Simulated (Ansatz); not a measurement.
**Be2 (triplet): wave-function methods side by side, def2-QZVPP**

One table from this session's results is given with a row withheld; the runs are named, their logs left out.

Method: def2-QZVPP, core rule «outside noble gas», up to 2 orbitals frozen; program: Ansatz 0.2.0, Gaussian basis.

To be run: UHF; ROHF; CCSD(T) on UHF.

2 further runs of the same task are left out: 2 set aside as unsound or not needed.

### What is computed

The geometry is a PBE0/def2-TZVP stationary point (not a proven minimum).

2 atoms, charge 0, spin multiplicity 3.

Atoms are counted from 1 here; the program's logs count them from 0.

No contacts short enough for the rule that draws bonds.

Coordinates:

```xyz
2
charge 0, multiplicity 3
Be    0.0000    0.0000    0.0000
Be    0.0000    0.0000    2.1522
```

The first run:

File in.yaml:

```yaml
crystal:
  periodic: [false, false, false]
  atoms:
    - {symbol: Be, position_ang: [0.000000, 0.000000, 0.000000]}
    - {symbol: Be, position_ang: [0.000000, 0.000000, 2.152200]}
basis:
  gaussian: {orbitals: "def2-QZVPP.json"}
magnetization: {spin_polarized: true, initial_magnetization: 2}
hamiltonian: {xc: hf}
output: {orbitals: {seedname: orbitals}}
```

The run is started by

```console
ansatz run in.yaml --threads 1 --pin off --events-out ev --progress --plain --max-ram 2393MiB
```

Among the steps run: UHF; ROHF; CCSD(T) on UHF.

One of the session's tables, all rows but one given; the rest of the session is left out.

It belongs to the step «Misses and costs». 

```
  method  from UCCSD(T) (meV)
    ROHF              +1556.1
     UHF                    ?
    UMP2               +470.2
   UCCSD                +45.7
UCCSD(T)                    0
```

Q: Estimate the row for UHF from the others.

As computed: from UCCSD(T) (meV): +1522.5. In the column «from UCCSD(T) (meV)» it lies between UMP2 (+470.2) and ROHF (+1556.1).
